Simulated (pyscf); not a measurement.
HP=GaH (SMILES [PH]=[GaH]) + SiH₄ (SMILES [SiH4]) → H₃Si–GaH–PH₂ (SMILES [SiH3][GaH][PH2]), an addition across a multiple bond or ene-type step (singlet surface; H–Si broken, H–P, Ga–Si formed). Optimised with ωB97X-D3(BJ)/def2-SVP in PySCF. MP2 and CC: frozen core, UHF for open shells. ΔMP2 is the change of the MP2 total energy from the triple- to the quadruple-zeta basis. Energies in eV from the separated reactants.

Small-basis levels: PySCF, no dispersion term, spherical d functions. 

Question: Quick HF/6-31G*+LANL2DZ single points give ΔE‡ = 2.20 eV and ΔE = -1.43 eV. What does CCSD(T)/def2-TZVPP + ΔMP2(QZVPP) give, and how far is the quick result from it?

Answer: CCSD(T)/def2-TZVPP + ΔMP2(QZVPP) gives ΔE‡ = 1.00 eV and ΔE = -1.34 eV. HF/6-31G*+LANL2DZ lies 1.20 eV over it in the barrier and 0.10 eV under it in the reaction energy, so on this step it does not hold to within 0.13 eV. CCSD(T)/def2-TZVPP + ΔMP2(QZVPP) has limits of its own. On the reactant side the descent ends in a complex, 0.22 eV under the separated species and 1.29 eV under the saddle at ωB97X-D3(BJ)/def2-TZVP. At the saddle there is also a short Ga–H contact that neither side keeps. The same reactants have a lower exit, to H₃Si–PH–GaH₂ (barrier +0.56 eV at ωB97M-D3(BJ)/def2-TZVP, against +1.20 eV here). HP=GaH lies 0.76 eV over its isomer H₂P–Ga [singlet] (electronic energy, ωB97M-D3(BJ)/def2-TZVP). This is the saddle that the search found; another between the same sides may lie lower. The CCSD(T) − MP2 part came from Ansatz, without density fitting, on the same reference. The frozen core leaves the outer d or s,p core shells of the metals and heavy elements correlated in the MP2 and CC values, and def2-TZVPP describes them poorly, which can shift differences by a few kcal/mol. In the def2 sets elements up to Kr have no core potential.
